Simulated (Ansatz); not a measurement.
Born–Oppenheimer molecular dynamics of CH₇FSi (10 atoms, charge 0, multiplicity 1). It starts at the highest image of a converged band. Of that band: Neighbouring images differ by up to 1.4 eV, so the band resolves the path poorly. A vibrational analysis at the climbing image gives one clearly imaginary mode, 797i cm⁻¹: a first-order saddle point.

All numbers below come from RKS PBE-D4/def2-SVPD (Ansatz 0.2.0).

```json
{
  "ensemble": "NVE (velocity Verlet)",
  "time step": "0.5 fs",
  "steps asked": "200",
  "starting velocities drawn for": "300 K",
  "seed": "2365"
}
```

Frames 2.5 fs apart, positions in Å, forces in eV/Å.

Velocities at 45.0 fs (Å/ps):

```
Si 9.98 -0.18 -3.01
C 15.53 3.71 4.88
H 10.75 21.47 2.65
H 2.96 -7.70 -16.83
H 15.41 -5.11 7.38
H 5.70 3.58 17.41
H 11.19 15.10 5.96
H 4.97 -3.57 -11.13
F -25.79 -2.40 -0.48
H -27.90 -17.70 29.36
```

```xyz
10
Properties=species:S:1:pos:R:3:forces:R:3 time_fs=45.0 energy_less_start_eV=-0.897 T=1167
Si 0.174 0.168 0.078 0.34 -0.43 -1.71
C 0.142 0.055 1.878 0.04 -1.28 0.76
H -0.883 0.243 2.238 0.35 0.30 0.48
H 0.449 -0.988 2.118 -0.08 0.24 0.33
H 0.909 0.738 2.207 0.27 0.69 0.98
H 1.621 0.096 -0.418 -0.36 0.35 0.11
H -0.570 1.415 -0.252 0.07 0.16 -0.51
H -0.421 -1.099 -0.434 -0.29 0.03 -0.38
F -2.766 -0.129 0.833 0.31 -0.07 1.68
H -2.467 -0.160 1.757 -0.65 0.01 -1.73
10
Properties=species:S:1:pos:R:3:forces:R:3 time_fs=47.5 energy_less_start_eV=-1.010 T=1277
Si 0.199 0.168 0.069 -0.36 -0.05 -1.14
C 0.181 0.061 1.891 -0.14 -0.69 0.49
H -0.843 0.303 2.258 0.52 0.01 0.31
H 0.454 -0.999 2.087 -0.06 0.24 0.54
H 0.956 0.744 2.253 0.00 0.19 0.60
H 1.629 0.115 -0.374 0.11 0.27 -0.17
H -0.538 1.454 -0.252 0.24 -0.26 -0.44
H -0.416 -1.105 -0.471 -0.12 0.33 -0.17
F -2.830 -0.135 0.835 0.36 -0.13 1.72
H -2.559 -0.202 1.766 -0.55 0.09 -1.74
10
Properties=species:S:1:pos:R:3:forces:R:3 time_fs=50.0 energy_less_start_eV=-1.061 T=1327
Si 0.224 0.167 0.058 -0.73 0.29 -0.49
C 0.219 0.064 1.908 0.39 0.45 0.40
H -0.774 0.364 2.296 0.15 -0.19 0.24
H 0.455 -0.997 2.089 0.02 -0.04 0.68
H 1.002 0.760 2.333 -0.53 -0.62 -0.12
H 1.643 0.150 -0.339 0.49 0.14 -0.39
H -0.492 1.478 -0.278 0.28 -0.46 -0.33
H -0.418 -1.091 -0.519 0.02 0.46 0.00
F -2.893 -0.141 0.841 -0.78 0.34 -2.82
H -2.677 -0.243 1.697 0.69 -0.36 2.82
10
Properties=species:S:1:pos:R:3:forces:R:3 time_fs=52.5 energy_less_start_eV=-1.194 T=1454
Si 0.247 0.167 0.045 -0.29 0.49 0.08
C 0.259 0.069 1.926 0.29 0.42 0.13
H -0.697 0.414 2.349 -0.30 -0.27 0.14
H 0.457 -0.996 2.130 0.02 -0.04 0.60
H 1.021 0.743 2.409 -0.18 -0.57 -0.41
H 1.683 0.193 -0.327 0.30 0.00 -0.38
H -0.430 1.476 -0.324 0.13 -0.33 -0.24
H -0.419 -1.051 -0.567 0.07 0.29 0.07
F -2.958 -0.147 0.841 0.02 -0.03 0.21
H -2.768 -0.300 1.746 -0.04 0.02 -0.20
10
Properties=species:S:1:pos:R:3:forces:R:3 time_fs=55.0 energy_less_start_eV=-1.131 T=1394
Si 0.269 0.167 0.032 0.66 0.58 0.60
C 0.299 0.075 1.945 -0.74 -0.48 -0.19
H -0.635 0.448 2.409 -0.31 -0.35 -0.14
H 0.460 -0.996 2.207 -0.05 0.26 0.27
H 1.032 0.696 2.462 0.77 0.16 -0.17
H 1.740 0.236 -0.337 -0.24 -0.16 -0.24
H -0.362 1.456 -0.385 -0.11 0.06 -0.17
H -0.416 -0.995 -0.612 0.01 -0.07 0.04
F -3.023 -0.153 0.841 0.43 -0.52 2.45
H -2.857 -0.355 1.796 -0.41 0.52 -2.45
10
Properties=species:S:1:pos:R:3:forces:R:3 time_fs=57.5 energy_less_start_eV=-1.136 T=1398
Si 0.293 0.169 0.021 1.29 0.61 0.98
C 0.337 0.079 1.963 -1.17 -0.63 -0.01
H -0.591 0.462 2.462 -0.07 -0.30 -0.42
H 0.460 -0.981 2.298 -0.04 0.28 -0.13
H 1.085 0.655 2.505 0.85 0.37 -0.27
H 1.783 0.270 -0.361 -0.56 -0.29 -0.11
H -0.299 1.439 -0.456 -0.27 0.34 -0.06
H -0.414 -0.943 -0.654 -0.06 -0.38 0.01
F -3.086 -0.160 0.847 -0.11 0.26 -1.00
H -2.966 -0.386 1.726 0.15 -0.26 1.00
10
Properties=species:S:1:pos:R:3:forces:R:3 time_fs=60.0 energy_less_start_eV=-1.060 T=1325
Si 0.319 0.172 0.012 1.08 0.62 1.01
C 0.368 0.081 1.981 -0.35 0.02 0.35
H -0.551 0.460 2.490 -0.03 0.02 -0.42
H 0.458 -0.953 2.383 0.05 -0.10 -0.39
H 1.183 0.633 2.528 -0.13 -0.06 -0.83
H 1.795 0.286 -0.392 -0.44 -0.37 -0.05
H -0.252 1.440 -0.529 -0.24 0.23 0.19
H -0.413 -0.912 -0.694 0.02 -0.37 0.13
F -3.150 -0.166 0.851 -0.14 0.59 -1.87
H -3.070 -0.433 1.708 0.18 -0.58 1.87
10
Properties=species:S:1:pos:R:3:forces:R:3 time_fs=62.5 energy_less_start_eV=-0.956 T=1225
Si 0.348 0.177 0.005 0.24 0.52 0.89
C 0.399 0.083 2.001 0.29 0.18 -0.05
H -0.515 0.459 2.494 -0.19 0.41 -0.21
H 0.460 -0.929 2.445 0.13 -0.41 -0.52
H 1.275 0.610 2.505 -0.67 -0.13 -0.84
H 1.783 0.281 -0.427 0.06 -0.36 -0.08
H -0.218 1.454 -0.591 -0.11 -0.08 0.48
H -0.411 -0.902 -0.726 0.19 -0.15 0.33
F -3.215 -0.171 0.850 0.17 -0.79 2.23
H -3.163 -0.504 1.775 -0.13 0.79 -2.22
10
Properties=species:S:1:pos:R:3:forces:R:3 time_fs=65.0 energy_less_start_eV=-0.983 T=1249
Si 0.377 0.183 0.000 -0.50 0.30 0.87
C 0.430 0.085 2.020 -0.22 -0.33 -0.89
H -0.488 0.481 2.486 -0.04 0.53 -0.09
H 0.468 -0.927 2.477 0.13 -0.27 -0.60
H 1.332 0.582 2.435 -0.21 0.30 -0.24
H 1.775 0.255 -0.466 0.54 -0.30 -0.13
H -0.192 1.464 -0.625 -0.02 -0.24 0.63
H -0.398 -0.901 -0.739 0.28 0.02 0.45
F -3.279 -0.178 0.855 0.06 -0.36 0.92
H -3.262 -0.537 1.736 -0.02 0.36 -0.92
10
Properties=species:S:1:pos:R:3:forces:R:3 time_fs=67.5 energy_less_start_eV=-0.930 T=1201
Si 0.405 0.189 -0.004 -0.45 0.01 0.93
C 0.460 0.085 2.034 -1.07 -0.61 -1.54
H -0.463 0.533 2.471 0.38 0.29 -0.10
H 0.485 -0.942 2.473 0.09 0.04 -0.55
H 1.377 0.571 2.350 0.39 0.61 0.32
H 1.796 0.212 -0.513 0.45 -0.22 -0.02
H -0.166 1.461 -0.622 -0.02 -0.12 0.57
H -0.369 -0.901 -0.726 0.18 0.00 0.39
F -3.343 -0.185 0.861 0.12 1.37 -2.92
H -3.364 -0.558 1.663 -0.09 -1.37 2.92
10
Properties=species:S:1:pos:R:3:forces:R:3 time_fs=70.0 energy_less_start_eV=-1.027 T=1292
Si 0.432 0.195 -0.005 0.22 -0.32 1.05
C 0.485 0.083 2.042 -0.35 0.19 -1.88
H -0.416 0.603 2.451 0.47 -0.01 -0.02
H 0.506 -0.955 2.437 0.05 0.10 -0.26
H 1.439 0.591 2.282 -0.22 0.10 0.35
H 1.842 0.155 -0.560 -0.08 -0.09 0.23
H -0.143 1.453 -0.586 -0.10 0.20 0.35
H -0.330 -0.901 -0.690 -0.04 -0.17 0.19
F -3.406 -0.190 0.861 -0.04 -0.60 1.17
H -3.469 -0.635 1.708 0.08 0.60 -1.17
10
Properties=species:S:1:pos:R:3:forces:R:3 time_fs=72.5 energy_less_start_eV=-0.970 T=1239
Si 0.460 0.201 -0.004 0.73 -0.62 1.16
C 0.508 0.082 2.039 0.74 1.01 -2.26
H -0.344 0.672 2.430 0.11 -0.17 0.16
H 0.531 -0.963 2.386 -0.01 -0.01 0.08
H 1.489 0.618 2.234 -0.75 -0.46 0.33
H 1.884 0.094 -0.594 -0.48 0.09 0.40
H -0.125 1.455 -0.529 -0.15 0.43 0.11
H -0.293 -0.910 -0.643 -0.23 -0.27 0.02
F -3.470 -0.196 0.864 -0.19 -1.10 1.92
H -3.570 -0.686 1.707 0.23 1.11 -1.92
```

Of the whole run (100 fs, mean temperature of the second half 1299 K): The conserved energy stayed within 0.18 meV per atom of its start (net change -0.079 meV per atom), so the integration is sound. The kinetic energy rose, since the run started high on the potential surface and went downhill. It ends in pieces (CH6Si + FH), so much of that is their flight and rotation, not heat. A run of 0.1 ps of so small a system gives no equilibrium averages. The orbitals stay closed-shell, which can raise the energy where a bond breaks towards radicals; this wasn't checked here.

Run time: 3.2 min on 4 threads of Arm Neoverse V1, with other jobs on the host, peak memory 0.15 GiB.
